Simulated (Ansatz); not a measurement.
Input file:

```yaml
crystal:
  periodic: [false, false, false]
  atoms:
    - {symbol: C, position_ang: [0.000000, 0.562501, 2.898860]}
    - {symbol: Ga, position_ang: [0.000000, -0.184109, 1.073946]}
    - {symbol: Ga, position_ang: [0.000000, 0.068259, -1.569961]}
    - {symbol: H, position_ang: [0.000000, 1.310927, -0.231782]}
basis:
  gaussian: {orbitals: cc-pVTZ}
magnetization: {spin_polarized: true, initial_magnetization: 3}
correlation: {method: ccsd_t, electrons: outside_noble_gas}
output: {forces: true}
```

```sh
$ ansatz run in.yaml --threads 2 --pin off --events-out ev --progress --plain --max-ram 24576MiB --backend cuda --devices 0, --max-vram 18GiB
```

Output:

```
838 factors; integrals over basis functions are off by at most 1.1e-3 eV
mean field evaluation 1: about -105710.1917 eV, gradient 1.3e1 eV
mean field evaluation 2: about -105710.1963 eV, gradient 1.3e1 eV
mean field evaluation 4: about -105712.3678 eV, gradient 2.8e0 eV
mean field evaluation 8: about -105712.7639 eV, gradient 3.5e-1 eV
mean field evaluation 16: about -105712.7703 eV, gradient 1.8e-6 eV
mean field evaluation 32: about -105712.6437 eV, gradient 8.8e-1 eV
mean field evaluation 64: about -105712.4202 eV, gradient 3.3e0 eV
mean field evaluation 96: about -105710.8011 eV, gradient 1.6e0 eV
mean field evaluation 128: about -105710.1680 eV, gradient 4.3e0 eV
mean field evaluation 160: about -105710.2508 eV, gradient 1.7e0 eV
...
cycle  11  -6.61294639 eV  change   -1.0e-5 eV  update   2.1e-5
cycle  12  -6.61294778 eV  change   -1.4e-6 eV  update   1.0e-5
cycle  13  -6.61294790 eV  change   -1.2e-7 eV  update   5.1e-6
cycle  14  -6.61294677 eV  change    1.1e-6 eV  update   2.4e-6
cycle  15  -6.61294683 eV  change   -6.7e-8 eV  update   1.1e-6
cycle  16  -6.61294679 eV  change    4.2e-8 eV  update   5.6e-7
cycle  17  -6.61294675 eV  change    4.5e-8 eV  update   2.8e-7
cycle  18  -6.61294664 eV  change    1.0e-7 eV  update   1.5e-7
cycle  19  -6.61294655 eV  change    8.7e-8 eV  update   8.5e-8
perturbative correction -0.31540662 eV, -0.0115909794 hartree
the calculation of the forces begins
mean field evaluation 224: about -105712.7653 eV, gradient 4.1e-2 eV
Total energy: -105719.69862125 eV, -3885.1272649455 hartree
Atom 0 at     0.000000     0.562501     2.898860 Å, force     0.000000     0.177296     0.386578 eV/Å
Atom 1 at     0.000000    -0.184109     1.073946 Å, force    -0.000000    -0.260049    -0.091557 eV/Å
Atom 2 at     0.000000     0.068259    -1.569961 Å, force    -0.000000    -0.015787    -0.313091 eV/Å
Atom 3 at     0.000000     1.310927    -0.231782 Å, force     0.000000     0.098540     0.018070 eV/Å
Dipole moment:    -0.000000    -0.116573    -0.522538 e Å
```

Forces (eV/Å):
```
C    0.000  0.177  0.387
Ga   0.000 -0.260 -0.092
Ga   0.000 -0.016 -0.313
H    0.000  0.099  0.018
```

Ran on 2 threads of AMD EPYC 7R13 with a shared H100 80 GB, shared host: 18 s wall, 1.1 GiB peak host memory.
